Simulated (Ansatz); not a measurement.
Saddle point of CH$_{6}$N, doublet (CH₃ + NH₃ → CH₄ + NH₂; bonds formed: H1–C3; bonds broken: H1–N2), PBE0-D4/def2-TZVP structure:

```
atom    x (Å)    y (Å)    z (Å)
  H1  -0.2067  -0.2790  -0.1103
  N2  -0.9697  -0.3530  -1.1244
  C3   0.6241   0.0208   0.8585
  H4  -1.5364   0.4870  -0.9873
  H5  -0.3150  -0.0906  -1.8650
  H6  -0.0181   0.1708   1.7231
  H7   1.1753   0.9119   0.5716
  H8   1.2465  -0.8677   0.9338
```

Energies are electronic, without zero-point energy. Barriers and step energies count from the start structure reached by relaxing down the imaginary mode; all methods use the PBE0-D4 structures, on which another method's saddle can fall below an end. Computed with Ansatz 0.2.0 (basis: def2-TZVPP, with def2-QZVPP for the basis limit); correlated methods freeze the cores; orbitals are unrestricted. B3LYP uses VWN-RPA correlation. Extrapolation: Hartree–Fock as exp(−7.88 √X), correlation as X^−2.97.

| method | barrier (kJ/mol) | step energy (kJ/mol) |
| --- | --- | --- |
| SPW92 | 10.5 | 26.8 |
| PBE-D4 | ? | 13.7 |
| BLYP-D4 | 40.0 | 9.3 |
| r2SCAN-D4 | 50.9 | 13.0 |
| B97M-V | 56.8 | 4.4 |
| PBE0-D4 | 54.1 | 11.1 |
| B3LYP-D4 | 54.7 | 8.6 |
| r2SCAN0-D4 | 64.5 | 10.9 |
| BHLYP-D4 | 75.9 | 3.9 |
| CAM-B3LYP-D4 | ? | 10.6 |
| wB97X-V | 62.8 | 6.7 |
| wB97M-V | 68.6 | 10.6 |
| B2PLYP | 65.8 | 10.6 |
| PBE-QIDH | 72.1 | 12.6 |
| RPA on PBE | 63.2 | -0.4 |
| HF | 123.6 | -8.6 |
| MP2 | ? | 20.0 |
| CCSD | 81.2 | 7.7 |
| CCSD(T) | 73.0 | 9.0 |

Fill in the withheld barriers. (An estimate is asked for; the value comes from the calculation.)

Computed: MP2 84.0; PBE-D4 34.6; CAM-B3LYP-D4 63.0 kJ/mol. Each is the energy of the saddle less that of the start structure, by the same method.

For comparison, the barrier by CCSD(T) at an estimated basis limit (MP2 extrapolated from triple and quadruple zeta, plus CCSD(T) − MP2 in triple zeta) is 74.7 kJ/mol.

T1 diagnostic: at most 0.016. ⟨S²⟩ of the unrestricted Hartree–Fock references: 0.76 to 0.79 (a pure state has 0.75).

For scale, one of the runs: CCSD(T)/def2-TZVPP, 146 basis functions, launched by `ansatz run in.yaml --threads 2 --pin off --events-out ev --progress --plain --max-ram 4352MiB`. Time: 31 s of wall clock on 2 CPU threads of an Arm Neoverse V2; the host was shared. Peak host memory: 2.1 GiB.
